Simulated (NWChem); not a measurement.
Program: NWChem. System: NO$_{2}$, charge 0, spin multiplicity 2, at a geometry optimised with UB3LYP/def2-SVP. The structure started from a generated list of species. Its SCF solution wasn't tested for a lower state. Level: UMP2/def2-TZVP, 3 core orbitals frozen.

Job file:

```
start mol
memory heap 200 mb stack 900 mb global 1100 mb
geometry units angstroms nocenter noautoz
  O     -1.099437     0.000000     0.139935
  N      0.000000     0.000000    -0.319852
  O      1.099437     0.000000     0.139935
  symmetry group C2v
end
basis spherical
  * library def2-tzvp
end
scf
  uhf
  nopen 1
  maxiter 100
  thresh 1e-7
  semidirect memsize 60000000 filesize 0
  # guess.movecs holds the orbitals of an unrestricted PBE0 run
  vectors input guess.movecs output mol.movecs
end
mp2
  freeze core 3
end
task mp2 energy
```

NWChem printed:

```
             Northwest Computational Chemistry Package (NWChem) 7.3.0
             --------------------------------------------------------

                                NWChem Input Module
                                -------------------

 Scaling coordinates for geometry "geometry" by  1.889725989
 (inverse scale =  0.529177249)

 Turning off AUTOSYM since
 SYMMETRY directive was detected!

                             Geometry "geometry" -> ""
                             -------------------------

 Output coordinates in angstroms (scale by  1.889725989 to convert to a.u.)

  No.       Tag          Charge          X              Y              Z
 ---- ---------------- ---------- -------------- -------------- --------------
    1 O                    8.0000    -1.09943700     0.00000000     0.13993500
    2 N                    7.0000     0.00000000     0.00000000    -0.31985200
    3 O                    8.0000     1.09943700     0.00000000     0.13993500

 Effective nuclear repulsion energy (a.u.)      65.1357033684

            Nuclear Dipole moment (a.u.)
            ----------------------------
        X                 Y               Z
 ---------------- ---------------- ----------------
     0.0000000000     0.0000000000    -0.0000075589

      Symmetry information
      --------------------

 Group name             C2v
 Group number             16
 Group order               4
 No. of unique centers     2

      Symmetry unique atoms

     1    2


 Summary of "ao basis" -> "" (spherical)
 ------------------------------------------------------------------------------
       Tag                 Description            Shells   Functions and Types
 ---------------- ------------------------------  ------  ---------------------
 *                         def2-tzvp                  on all atoms

 Summary of "ao basis" -> "ao basis" (spherical)
 ------------------------------------------------------------------------------
       Tag                 Description            Shells   Functions and Types
 ---------------- ------------------------------  ------  ---------------------
 O                         def2-tzvp                11       31   5s3p2d1f
 N                         def2-tzvp                11       31   5s3p2d1f

                                 NWChem SCF Module
                                 -----------------

  ao basis        = "ao basis"
  functions       =    93
  atoms           =     3
  alpha electrons =    12
  beta  electrons =    11
  charge          =   0.00
  wavefunction    = UHF
  use symmetry    = T
  symmetry adapt  = T

 Summary of "ao basis" -> "ao basis" (spherical)
 ------------------------------------------------------------------------------
       Tag                 Description            Shells   Functions and Types
 ---------------- ------------------------------  ------  ---------------------
 O                         def2-tzvp                11       31   5s3p2d1f
 N                         def2-tzvp                11       31   5s3p2d1f

      Symmetry analysis of basis
      --------------------------

        a1         35
        a2         13
        b1         28
        b2         17

 Forming initial guess at       0.0s

   Symmetry analysis of molecular orbitals - initial alpha
   -------------------------------------------------------

  Numbering of irreducible representations:

     1 a1          2 a2          3 b1          4 b2

  Orbital symmetries:

     1 b1          2 a1          3 a1          4 a1          5 b1
[...]
    1 O    8     4.27   0.40  0.59  0.30  0.50  0.16  0.97  1.00  0.32  0.00  0.02  0.00
    2 N    7     3.46   0.41  0.58  0.33  0.33  0.11  0.79  0.70  0.10  0.02  0.08  0.01
    3 O    8     4.27   0.40  0.59  0.30  0.50  0.16  0.97  1.00  0.32  0.00  0.02  0.00

   Mulliken analysis of the beta density
   -------------------------------------

    Atom       Charge   Shell Charges
 -----------   ------   -------------------------------------------------------
    1 O    8     4.02   0.40  0.59  0.29  0.49  0.18  0.82  0.90  0.33  0.00  0.02  0.00
    2 N    7     2.95   0.41  0.58  0.28  0.31  0.03  0.56  0.55  0.13  0.02  0.08  0.01
    3 O    8     4.02   0.40  0.59  0.29  0.49  0.18  0.82  0.90  0.33  0.00  0.02  0.00

   Mulliken analysis of the spin density
   -------------------------------------

    Atom       Charge   Shell Charges
 -----------   ------   -------------------------------------------------------
    1 O    8     0.25   0.00 -0.00  0.01  0.01 -0.02  0.15  0.10 -0.01  0.00 -0.00  0.00
    2 N    7     0.50   0.00 -0.00  0.05  0.02  0.08  0.23  0.15 -0.03  0.00  0.00 -0.00
    3 O    8     0.25   0.00 -0.00  0.01  0.01 -0.02  0.15  0.10 -0.01  0.00 -0.00  0.00

       Multipole analysis of the density wrt the origin
       ------------------------------------------------

     L   x y z        total         alpha         beta         nuclear
     -   - - -        -----         -----         ----         -------
     0   0 0 0     -0.000000    -12.000000    -11.000000     23.000000

     1   1 0 0     -0.000000     -0.000000     -0.000000      0.000000
     1   0 1 0      0.000000      0.000000      0.000000      0.000000
     1   0 0 1     -0.264500      0.098975     -0.363467     -0.000008

     2   2 0 0    -13.754610    -42.632397    -40.187266     69.065053
     2   1 1 0      0.000000     -0.000000      0.000000      0.000000
     2   1 0 1     -0.000000      0.000000     -0.000000      0.000000
     2   0 2 0    -11.027590     -5.644478     -5.383112      0.000000
     2   0 1 1     -0.000000     -0.000000     -0.000000      0.000000
     2   0 0 2    -11.407610     -8.380602     -6.703226      3.676218

                   NWChem MP2 Semi-direct Energy/Gradient Module
                   ---------------------------------------------

  Basis functions       =     93
  Molecular orbitals    =     93
  Frozen core           =      3
  Frozen virtuals       =      0
  Active alpha occupied =      9
  Active beta occupied  =      8
  Active alpha virtual  =     81
  Active beta virtual   =     82
  Use MO symmetry       = T
  Use skeleton AO sym   = T

  AO/Fock/Back tols     =   1.0D-09  1.0D-09  1.0D-09

 GA uses MA = F    GA memory limited = T

 Available:
  local mem=  1.26D+08
 global mem=  1.44D+08
 local disk=  0.00D+00
  mp2_memr nvloc                    81
  nvloc new                    81
   1 passes of   9:        5242880                      54079                  10769514.
   1 passes of   9: M    126153198           G      144161902           F     120910318.

 Semi-direct pass number   1 of   1  for UHF alpha       at        1.1s
  vrange nnbf                  4339
  mp2_eaftype                    41  avail_ma_in_mb                  1099
 EAF : mp2_eaftype filesize          41    5384757.
  mp2_eaf for mointskh                     41
Node 0 wrote     25.3 Mb in      0.0 s     Agg I/O rate:  2513.5 Mb/s
 Done moints_semi at        2.1s
  mp2_eaftype                    41  avail_ma_in_mb                  1058
 EAF : mp2_eaftype filesize          41    5384757.
  mp2_eaf for kh                    41
 Done maket at        2.2s
 Done multipass loop at        2.2s

 GA uses MA = F    GA memory limited = T

 Available:
  local mem=  1.26D+08
 global mem=  1.44D+08
 local disk=  0.00D+00
  mp2_memr nvloc                    82
  nvloc new                    82
   1 passes of   8:        5242880                      50430                   9692574.
   1 passes of   8: M    126153198           G      144161902           F     120910318.

 Semi-direct pass number   1 of   1  for UHF beta        at        2.2s
  vrange nnbf                  4339
  mp2_eaftype                    36  avail_ma_in_mb                  1099
 EAF : mp2_eaftype filesize          36    4846287.
  mp2_eaf for mointskh                     36
Node 0 wrote     22.8 Mb in      0.0 s     Agg I/O rate:  1598.6 Mb/s
 Done moints_semi at        3.2s
  mp2_eaftype                    36  avail_ma_in_mb                  1063
 EAF : mp2_eaftype filesize          36    4846287.
  mp2_eaf for kh                    36
 Done maket at        3.3s
 Done multipass loop at        3.3s

          -------------------------------------------
          SCF energy                -204.120630535315
          Correlation energy          -0.665974183578
          Singlet pairs                0.000000000000
          Triplet pairs                0.000000000000
          Total MP2 energy          -204.786604718893
          -------------------------------------------

          ---------------------------------------------------
                    Spin Component Scaled (SCS) MP2
          Same spin pairs                     -0.182892046798
          Same spin scaling factor             0.333333333333
          Opposite spin pairs                 -0.483082136780
          Opposite spin scaling fact.          1.200000000000
          SCS-MP2 correlation energy          -0.640662579735
          Total SCS-MP2 energy              -204.761293115050
          ---------------------------------------------------

 -----------------------
 Performance information
 -----------------------

 Timer overhead =  9.56D-08 seconds/call

               Nr. of calls         CPU time (s)                 Wall time (s)                GFlops
             ---------------    -------------------     ------------------------------   -------------------
Name         Min   Avg   Max    Min     Avg     Max     Min     Avg     Max   Mx/calls   Min     Max     Sum
mp2: moin     2     2     2    2.0     2.0     2.0      2.0     2.0     2.0     1.0      0.0     0.0     0.0
mp2: make     2     2     2   0.16    0.16    0.16     0.16    0.16    0.16    8.22E-2   0.0     0.0     0.0
mp2: tota     1     1     1    2.2     2.2     2.2      2.2     2.2     2.2     2.2      0.0     0.0     0.0

 The average no. of pstat calls per process was 5.00D+00
 with a timing overhead of 4.78D-07s

 Task  times  cpu:        3.3s     wall:        3.3s

 Total times  cpu:        3.3s     wall:        3.3s
```
